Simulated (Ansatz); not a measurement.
Relaxation of ClH₇Si₂ (10 atoms, charge 0, multiplicity 1), to a largest force component of 0.03 eV/Å in at most 50 steps.

Method: RHF/def2-SVP in Ansatz 0.2.0.

```xyz
10
Properties=species:S:1:pos:R:3
Si 0.157 0.492 -0.448
H -0.003 0.037 2.184
H 1.232 -0.111 -1.267
Cl -1.254 1.314 -1.760
H -0.529 -0.597 0.269
Si 0.993 2.179 0.810
H 2.122 1.749 1.668
H 1.483 3.202 -0.146
H -0.071 2.766 1.652
H 0.258 0.445 2.702
```

**Question.** Where does it end, and by what steps?

**Answer.** The run converged. The force dipped under the threshold on the way, but the program's further checks kept it going. After 11 steps the energy has fallen by 0.367 eV; H2 moved furthest, 1.56 Å.

```tsv
step	energy less start (eV)	largest force component (eV/Å)	accepted
0	0.0000	1.301	yes
1	-0.2222	0.227	yes
2	-0.2960	0.132	yes
3	-0.3361	0.066	yes
4	-0.3529	0.086	yes
5	-0.3615	0.056	yes
6	-0.3644	0.075	yes
7	-0.3661	0.059	yes
8	-0.3668	0.034	yes
9	-0.3671	0.022	yes
10	-0.3672	0.013	yes
11	-0.3672	0.011	yes
```

```xyz
10
Properties=species:S:1:pos:R:3
Si 0.217 0.610 -0.833
H -0.358 -0.568 3.572
H 1.259 0.032 -1.706
Cl -1.286 1.387 -2.056
H -0.376 -0.467 -0.015
Si 1.064 2.367 0.501
H 2.126 1.849 1.399
H 1.633 3.418 -0.375
H -0.032 2.940 1.316
H 0.140 -0.091 3.860
```

Whether the end is a true minimum wasn't checked by a vibrational analysis.

The run took 17 s on 1 thread of Arm Neoverse V2 (shared host), peak memory 0.16 GiB.
